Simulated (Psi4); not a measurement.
# quartet BH2SO: UCCSD/aug-cc-pVDZ

Wanted: the energy of quartet BH2SO. The job is set up through a Python script.

The calculation is run with Psi4 1.11.

1 further run of the same task is left out (set aside as unsound or not needed).

## (1) The system as given

BH2SO has 5 atoms, charge 0, and is taken as a quartet. As SMILES of the parent species, `O[B]S`. The shape is that of a PBE0-D4/def2-TZVP optimisation. This is one conformer, not always the lowest. That shape belongs to the parent species and isn't relaxed for this state.

Bond lengths: O1–B2 1.334 Å, B2–S3 1.785 Å, O1–H4 0.966 Å, S3–H5 1.356 Å. Angles: O1–B2–S3 132.0°, B2–O1–H4 116.7°, B2–S3–H5 99.8°.

## (2) The energy at UCCSD/aug-cc-pVDZ

bh2os.xyz

```xyz
5
BH2OS
O     -1.294700    -0.054700    -0.435600
B     -0.454300     0.825600     0.109700
S      1.253800     0.694200     0.611100
H     -0.947100    -0.940000    -0.604700
H      1.492100    -0.598600     0.278200
```

calc.py

```python
import psi4

psi4.set_memory('1600 MB')
psi4.set_num_threads(1)
psi4.set_output_file('bh2os.out', False)

with open('bh2os.xyz') as f:
    atoms = ''.join(f.readlines()[2:])
mol = psi4.geometry('0 4\n' + atoms + 'symmetry c1')

psi4.set_options({
    'reference': 'uhf',
    'puream': True,
    'e_convergence': 1e-09,
    'd_convergence': 1e-08,
    'scf_type': 'pk',
    'num_frozen_docc': 7,
    'maxiter': 200,
})

energy_value = psi4.energy('ccsd/aug-cc-pVDZ', molecule=mol)
print('E =', round(energy_value, 9))
```

On the command line:

```console
$ python calc.py
```

**Question.** What will come out? Wanted: total energy; HOMO energy; LUMO energy; correlation energy; ⟨S²⟩ of the reference determinant; T1 diagnostic.

Computed results:

At UCCSD/aug-cc-pVDZ, 7 core orbitals frozen:

| quantity | value |
| --- | --- |
| total energy | -498.49405 Eh |
| HOMO energy (Hartree–Fock orbitals) (highest over α and β) | -5.21 eV |
| LUMO energy (Hartree–Fock orbitals) (lowest over α and β) | -1.64 eV |
| correlation energy (7 core orbitals frozen) | -411.1 mEh |
| ⟨S²⟩ of the reference determinant | 3.770 |
| T1 diagnostic | 0.033 |
